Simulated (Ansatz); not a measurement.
```yaml
crystal:
  periodic: [false, false, false]
  atoms:
    - {symbol: P, position_ang: [1.253252, 0.554144, 0.058322]}
    - {symbol: P, position_ang: [-0.602242, 0.056190, 1.228042]}
    - {symbol: P, position_ang: [0.082424, -1.228338, -0.297918]}
    - {symbol: P, position_ang: [-0.773885, 0.671845, -0.827298]}
basis:
  gaussian: {orbitals: def2-SVPD}
hamiltonian: {xc: {name: HF}}
correlation: {method: ccsd_t}
scf: {omitted_lower_state_checks: [starts]}
```

```sh
$ ansatz run in.yaml --threads 4 --pin off --events-out ev --progress --plain --max-ram 3916MiB
```

It prints (some lines left out):

```
Functional definition: HF
860 factors; integrals over basis functions are off by at most 5.6e-4 eV
mean field evaluation 1: about -37076.2157 eV, gradient 1.1e1 eV
mean field evaluation 2: about -37076.2202 eV, gradient 1.1e1 eV
mean field evaluation 4: about -37076.9500 eV, gradient 1.9e0 eV
mean field evaluation 8: about -37076.9884 eV, gradient 1.1e-4 eV
mean field -37076.98838469 eV, -1362.5541914522 hartree, gradient 2.3e-6 eV, S^2 0.000000; 0 other end points of the search recorded, 0 dependent functions left out
20 core orbitals not correlated: weight in the atoms' cores, before any rotation towards them, 1.000 or more for the frozen orbitals, at most 0.000 for the correlated occupied ones
reference -37076.98838469 eV, -1362.5541914522 hartree; 10, 10 occupied and 66, 66 virtual orbitals, 860 factors
second order -13.01830871 eV of doubles, -0.00000000 eV of singles
cycle   1  -12.95421846 eV  change    6.4e-2 eV  update   1.3e-1
cycle   2  -13.50595887 eV  change   -5.5e-1 eV  update   4.0e-2
cycle   3  -13.60856975 eV  change   -1.0e-1 eV  update   1.9e-2
cycle   4  -13.60212050 eV  change    6.4e-3 eV  update   5.1e-3
cycle   5  -13.60341347 eV  change   -1.3e-3 eV  update   2.0e-3
cycle   6  -13.60231229 eV  change    1.1e-3 eV  update   6.0e-4
cycle   7  -13.60216556 eV  change    1.5e-4 eV  update   1.9e-4
cycle   8  -13.60222727 eV  change   -6.2e-5 eV  update   5.1e-5
cycle   9  -13.60219976 eV  change    2.8e-5 eV  update   1.3e-5
cycle  10  -13.60219331 eV  change    6.4e-6 eV  update   4.0e-6
perturbative correction -0.88188032 eV, -0.0324085042 hartree
Total energy: -37091.47245833 eV, -1363.0864713407 hartree
Checks for a lower state left out: starts
```

It took 1.4 s on 4 threads of Arm Neoverse V1 on a shared host.

Correlated methods freeze 20 core orbitals.
